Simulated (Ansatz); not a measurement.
# PH (singlet): wave-function methods side by side at distance P1–H2 = 1.152 Å, aug-cc-pVDZ

The task here is to estimate one member of a computed series from the others.

Computed with Ansatz 0.2.0, Gaussian basis. Level: aug-cc-pVDZ, core rule «outside noble gas», up to 5 orbitals frozen.

Plan: UHF; CCSD(T) on RHF; CCSD(T) on UHF; BCCD(T) on RHF; CISD; CCSDT(Q) on RHF; CCSDT(Q) on UHF; CASSCF and MRCISD+Q, 2 electrons in 2 orbitals; CASSCF and NEVPT2, 2 electrons in 2 orbitals; Full CI.

24 further runs of the same task are left out: 4 for a known fault of the program, 17 that didn't finish, 3 set aside as unsound or not needed. Runs told in other sessions of the task aren't counted.

### What is computed

The geometry derives from a PBE0/def2-TZVP stationary point (not a proven minimum). One bond is set to the value named and the two fragments are kept rigid.

2 atoms, charge 0, spin multiplicity 1.

Atoms are counted from 1 here; the program's logs count them from 0.

Bond lengths: P1–H2 1.152 Å.

The first run:

Contents of in.yaml:

```yaml
crystal:
  periodic: [false, false, false]
  atoms:
    - {symbol: P, position_ang: [0.000000, 0.000000, 0.000000]}
    - {symbol: H, position_ang: [0.000000, 0.000000, 1.152000]}
basis:
  gaussian: {orbitals: aug-cc-pVDZ}
magnetization: {spin_polarized: true, initial_magnetization: 0}
hamiltonian: {xc: hf}
output: {orbitals: {seedname: orbitals}}
```

Run with:

```bash
ansatz run in.yaml --threads 1 --pin off --events-out ev --progress --plain --max-ram 2393MiB
```

Among the steps run: UHF; CCSD(T) on RHF; CCSD(T) on UHF; BCCD(T) on RHF; CISD; CCSDT(Q) on RHF; CCSDT(Q) on UHF; CASSCF and MRCISD+Q, 2 electrons in 2 orbitals; CASSCF and NEVPT2, 2 electrons in 2 orbitals; Full CI.

One table of the session follows, with a row left open; its other results are not shown here.

| method | from FCI (kcal/mol) |
| --- | --- |
| RHF | +89.65 |
| RMP2 | +27.41 |
| CISD | +12.73 |
| RCCSD | +7.95 |
| RCCSD(T) | +4.45 |
| BCCD(T) | +4.54 |
| RCCSDT | +0.28 |
| RCCSDT(Q) | -0.13 |
| CASSCF pair | +75.88 |
| NEVPT2 pair | +14.31 |
| MRCISD pair | +4.39 |
| MRCISD+Q pair | ? |
| FCI | 0 |

Q: Estimate the row for MRCISD+Q pair from the others.

**Answer.** from FCI (kcal/mol): -0.65. In the column «from FCI (kcal/mol)» it is the lowest.

Left out of the table: UHF, UMP2, UCCSD, UCCSD(T), UCCSDT, UCCSDT(Q) (another determinant or state than the rows shown). UCCSDT(Q) lies 1.13 eV below the table's zero, so the state tabled may not be the lowest.

Limits of these values: The report flags that the cluster equations may have other roots. The program flags RCCSDT(Q) as in doubt, so those rows may rest on another solution. RCCSDT(Q), MRCISD+Q pair fall below full CI, which methods that aren't variational can do.
